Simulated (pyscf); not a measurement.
# Hydrogen abstraction: `[OH][Si]([OH])[Cl]` [doublet] + `[H][H]` -> `[OH][SiH]([OH])[Cl]` + `[H]` [doublet]

Gas phase, doublet surface, charge 0. Bonds broken: H5–H6. Bonds formed: Si2–H6. Structures and frequencies: ωB97X-D3(BJ)/def2-SVP in PySCF.

Transition state (Å):

```xyz
8

O     -0.9517     0.5430    -0.9377
Si    -0.0836    -0.1763     0.2686
Cl     1.9046     0.3234     0.1244
H     -0.8104     1.4832    -1.0990
H     -0.4386    -2.8265    -0.1626
H     -0.2824    -1.7684     0.0347
O     -0.5338     0.3194     1.7815
H     -1.4537     0.1789     2.0323
```

One imaginary mode, 1172i cm⁻¹; descent along it reached the two sides named.

```
bond    change  reactant side (Å)  saddle  product side
------  ------  -----------------  ------  ------------
H5–H6   breaks              0.761   1.088           3.4
Si2–H6   forms                3.2   1.622         1.474
```

Electronic energies relative to the separated reactants (kcal/mol):

```tsv
level	barrier	reaction energy	reverse barrier
ωB97X-D3(BJ)/def2-TZVP	14.2	+6.9	7.2
PBE/def2-TZVP	12.7	+11.5	1.2
r²SCAN/def2-TZVP	13.0	+11.8	1.1
B3LYP-D3(BJ)/def2-TZVP	13.6	+11.4	2.2
PBE0-D3(BJ)/def2-TZVP	12.3	+8.4	3.9
M06-2X/def2-TZVP	18.1	+9.6	8.5
ωB97M-D3(BJ)/def2-TZVP	13.9	+6.6	7.3
HF/def2-TZVP	19.5	+1.1	18.4
```

With ωB97M-D3(BJ)/def2-TZVP energies and thermal terms (ideal gas, 1 atm, RRHO with modes under 100 cm⁻¹ raised to 100, one conformer, R ln 2 for rigid chiral ones), in kcal/mol:

```json
[
 {"T (K)": "298", "ΔH‡": "11.4", "ΔG‡": "19.0", "ΔH": "+5.8", "ΔG": "+7.2"},
 {"T (K)": "600", "ΔH‡": "11.2", "ΔG‡": "26.9", "ΔH": "+5.8", "ΔG": "+8.6"},
 {"T (K)": "900", "ΔH‡": "11.5", "ΔG‡": "34.7", "ΔH": "+6.3", "ΔG": "+9.9"},
 {"T (K)": "1200", "ΔH‡": "12.1", "ΔG‡": "42.4", "ΔH": "+6.9", "ΔG": "+11.0"}
]
```

One saddle was located; it need not be the lowest between these sides. The angle at the transferred H is 178°.
